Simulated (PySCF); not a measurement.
Mayer bond orders and bond lengths

Compound: CF4.
Numbering: `[F:1][C:2]([F:3])([F:4])[F:5]`

Cartesian coordinates in Å at the PBE0-D3(BJ)/def2-SVP level; atoms count from 1:
```xyz
5
CF4 angstrom
F     -0.2270    0.1570   -1.2865
C     -0.0003    0.0001    0.0000
F     -0.7720   -0.9574    0.4682
F      1.2617   -0.3230    0.1853
F     -0.2624    1.1232    0.6330
```

Bond orders from the PBE0/pcSseg-1 density (PySCF). Isolated species at its PBE0-D3(BJ)/def2-SVP geometry, gas phase.

Problem. Where do the orders between heavy atoms depart from those drawn in the SMILES?

Solution. The largest departure is 0.078, at F1–C2 (drawn single, 1.078), C2–F3 (drawn single, 1.078), C2–F4 (drawn single, 1.078) and C2–F5 (drawn single, 1.078).

Problem. Set the Mayer orders of the bonds beside their lengths.

Solution. 
```
 bond  drawn as  length (Å)  Mayer order
F1–C2    single       1.316        1.078
C2–F3    single       1.316        1.078
C2–F4    single       1.316        1.078
C2–F5    single       1.316        1.078
```

Problem. Sum the orders of all bonds at each heavy atom with more than one neighbour and set the sums beside the valence in the SMILES.

Solution. C2 4.312 (drawn 4). Orders between atoms that aren't bonded are not in these sums.

The Mayer order sums products of elements of PS (density times overlap matrix) between the two atoms' basis functions, so it depends on the basis set.

The run behind these numbers computed NMR shieldings as well. Cost: about 2.6 s of CPU time on one thread; the machine was shared, so the figure is rough.
